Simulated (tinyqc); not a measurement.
Worked calculation: extended Hueckel theory, for CH2. One step of it, computed by the program tinyqc.

Task: Mulliken analysis. P = C n C^T; charge = valence electrons (H 1, C 4) minus the sum of (P S)_ii on the atom; overlap population = 2 sum P_ij S_ij between two atoms.

coefficients, order 1C 2s, 1C 2px, 1C 2py, 1C 2pz, 2H 1s, 3H 1s:
```
[[0.717026, 0.000000, -0.282097, 0.000000, 0.000000, 1.132137],
 [0.000000, 0.000000, 0.000000, 1.000000, 0.000000, 0.000000],
 [0.000000, 0.526205, 0.000000, 0.000000, 1.172001, 0.000000],
 [-0.019784, 0.000000, 0.908627, 0.000000, 0.000000, 0.639158],
 [0.251763, 0.439007, 0.140025, 0.000000, -0.864062, -0.926136],
 [0.251763, -0.439007, 0.140025, 0.000000, 0.864062, -0.926136]]
```

occupations: [2.000000, 2.000000, 2.000000, 0.000000, 0.000000, 0.000000]

overlap S, order 1C 2s, 1C 2px, 1C 2py, 1C 2pz, 2H 1s, 3H 1s:
```
[[1.000000, 0.000000, 0.000000, 0.000000, 0.482340, 0.482340],
 [0.000000, 1.000000, 0.000000, 0.000000, 0.000000, 0.000000],
 [0.000000, 0.000000, 1.000000, 0.000000, 0.416080, -0.416080],
 [0.000000, 0.000000, 0.000000, 1.000000, 0.249648, 0.249648],
 [0.482340, 0.000000, 0.416080, 0.249648, 1.000000, 0.121460],
 [0.482340, 0.000000, -0.416080, 0.249648, 0.121460, 1.000000]]
```

Give: charges; Overlap populations.

Result:

charges: [-0.172, 0.086, 0.086]

Overlap populations:
```
pair      value
2-1    0.778627
3-1    0.778627
3-2   -0.053314
```
